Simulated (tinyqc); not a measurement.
Inside a calculation. Method: Pariser-Parr-Pople SCF with singles CI, for the molecule C=C1C=C1 (SMILES; centres numbered as the heavy atoms are written). One step of it, computed by the program tinyqc.

Problem. Iteration 2: orbitals and new P. Diagonalise F (the basis is taken as orthonormal) and form P = 2 sum c c over the lowest orbitals; 0.3 of the old P is kept.

F (eV), lower triangle:
```
           1C         2C         3C         4C
1C  -5.547654
2C  -5.505019  -5.426015
3C   0.710821  -3.869602  -6.328771
4C   0.710821  -3.869602  -5.629659  -6.328771
```

pi electrons, sum of z_r less the charge = 4

P after iteration 1, lower triangle:
```
           1C        2C        3C        4C
1C   1.369624
2C   0.824749  0.914877
3C  -0.295959  0.391690  0.857749
4C  -0.295959  0.391690  0.857749  0.857749
```

Give: orbital energies; P after iteration 2.

Solution.

orbital energies (eV): -15.4992  -9.0970  -0.6991  1.6641

P after iteration 2, lower triangle:
```
         1C      2C      3C      4C
1C   1.3058
2C   0.8576  0.9374
3C  -0.2885  0.3587  0.8784
4C  -0.2885  0.3587  0.8784  0.8784
```
